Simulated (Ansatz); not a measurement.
# SiN2H5 radical: one species, many methods

An exercise on one series of results from a longer session: the logs are not shown, and one member is left open.

Program: Ansatz 0.2.0, Gaussian basis. Level of theory: functionals in def2-TZVPP, the program's frozen cores in correlated methods. These are calculated values, not measurements.

Levels to be run: LDA (SPW92), PBE-D4, revPBE-D4, BLYP-D4, r2SCAN-D4, B97M-V, PBE0-D4, B3LYP-D4, r2SCANh-D4, r2SCAN0-D4, HSE06-D4, BHLYP-D4, CAM-B3LYP-D4, LC-ωPBE, ωB97X-V, ωB97M-V, B2PLYP, PBE-QIDH; CCSD(T)/def2-SVP; CCSD(T)/def2-TZVPP; CCSD(T)/def2-QZVPP; extrapolation to the limit; RPA on PBE.

**The geometry**

An earlier PBE0-D4 in a triple-zeta def2 set relaxation fixed the geometry.

SMILES `[NH][SiH2]N`, 8 atoms, charge 0, spin multiplicity 2.

Atoms are counted from 1 here; the program's logs count them from 0.

Bond lengths: N1–Si2 1.751 Å, N1–H4 1.023 Å, Si2–N3 1.706 Å, Si2–H5 1.490 Å, Si2–H6 1.490 Å, N3–H7 1.007 Å, N3–H8 1.007 Å. Angles: Si2–N1–H4 112.5°, N1–Si2–N3 115.2°, N1–Si2–H5 107.4°, N1–Si2–H6 107.4°, N3–Si2–H5 107.6°, N3–Si2–H6 107.6°, H5–Si2–H6 111.7°, Si2–N3–H7 120.3°, Si2–N3–H8 120.3°, H7–N3–H8 110.9°.

Set-up of the first run:

File in.yaml:

```yaml
crystal:
  periodic: [false, false, false]
  atoms:
    - {symbol: N, position_ang: [-1.539706, 0.534383, 0.421931]}
    - {symbol: Si, position_ang: [0.094198, 0.383717, -0.189789]}
    - {symbol: N, position_ang: [0.836161, -1.128117, 0.082235]}
    - {symbol: H, position_ang: [-1.943727, 1.456287, 0.236670]}
    - {symbol: H, position_ang: [0.040060, 0.600698, -1.662994]}
    - {symbol: H, position_ang: [0.921837, 1.420385, 0.488926]}
    - {symbol: H, position_ang: [1.138711, -1.386217, 1.007590]}
    - {symbol: H, position_ang: [0.544667, -1.938336, -0.440270]}
basis:
  gaussian: {orbitals: def2-TZVPP}
magnetization: {spin_polarized: true, initial_magnetization: 1}
hamiltonian: {xc: lda}
output: {orbitals: {seedname: orbitals}}
```

Run with:

```
$ ansatz run in.yaml --threads 2 --pin off --events-out ev --progress --plain --max-ram 32768MiB --backend cpu
```

Among the steps run: LDA; PBE-D4 (GGA); revPBE-D4 (GGA); BLYP-D4 (GGA); r2SCAN-D4 (meta-GGA); B97M-V (meta-GGA); PBE0-D4 (hybrid); B3LYP-D4 (hybrid); r2SCANh-D4 (hybrid); r2SCAN0-D4 (hybrid); HSE06-D4 (hybrid); BHLYP-D4 (hybrid); CAM-B3LYP-D4 (range-separated); LC-ωPBE (range-separated); ωB97X-V (range-separated); ωB97M-V (range-separated); B2PLYP (double hybrid); PBE-QIDH (double hybrid).

One table of the session follows, with a row left open; its other results are not shown here.

It belongs to the step «Frontier levels by functional». 

```
  functional  HOMO (eV)  LUMO (eV)  gap (eV)
 LDA (SPW92)      -6.20      -5.13      1.07
      PBE-D4      -6.14      -4.59      1.55
   revPBE-D4      -6.09      -4.45      1.64
     BLYP-D4      -6.04      -4.57      1.47
   r2SCAN-D4          ?          ?         ?
      B97M-V      -6.59      -4.10      2.48
     PBE0-D4      -7.60      -3.09      4.51
    B3LYP-D4      -7.37      -3.58      3.79
  r2SCANh-D4      -7.00      -3.42      3.58
  r2SCAN0-D4      -7.82      -2.65      5.17
    HSE06-D4      -7.19      -3.50      3.70
    BHLYP-D4      -8.99      -1.68      7.32
CAM-B3LYP-D4      -9.07      -2.00      7.07
     LC-ωPBE     -10.49      -0.48     10.01
     ωB97X-V     -10.10      -0.94      9.16
     ωB97M-V      -9.98      -1.04      8.93
```

**Question.** Estimate the row for r2SCAN-D4.

Worked estimate for «HOMO (eV)». Against the share of exact exchange, r2SCANh-D4 (0.1, -7.00), r2SCAN0-D4 (0.25, -7.82) give a slope of -5.47 per unit share; at 0 the line stands at -6.45.

The run gave: HOMO (eV): -6.46; LUMO (eV): -3.94; gap (eV): 2.52. In «HOMO (eV)» the line misses by +0.01.
